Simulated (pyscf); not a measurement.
Single points on ωB97X-D3(BJ)/def2-SVP structures (PySCF, gas phase).

Estimate the classical barrier height and the reaction energy of HO–Ge(OH)(OH)–OH (SMILES [OH][Ge]([OH])([OH])[OH]) + H₂ (SMILES [H][H]) → HO–GeH(OH)–OH (SMILES [OH][GeH]([OH])[OH]) + H₂O (SMILES O) at ωB97M-D3(BJ)/def2-TZVP. The step runs on the singlet surface, breaks Ge–O, H–H and forms Ge–H, H–O; take the separated reactants as zero.

ΔE‡ = 43.3 kcal/mol, ΔE = +7.2 kcal/mol. Zero-point energy shifts the barrier by +3.1 kcal/mol. It is a four-centre exchange, with an imaginary mode of 1371i cm⁻¹. On the product side the descent ends in a bound adduct (not fully relaxed), 10.4 kcal/mol under the separated species and 46.0 kcal/mol under the saddle at ωB97X-D3(BJ)/def2-TZVP. At the saddle there is also a short Ge–H contact that neither side keeps. This is the saddle that the search found; another between the same sides may lie lower. Elements up to Kr have no core potential and no relativistic terms here.
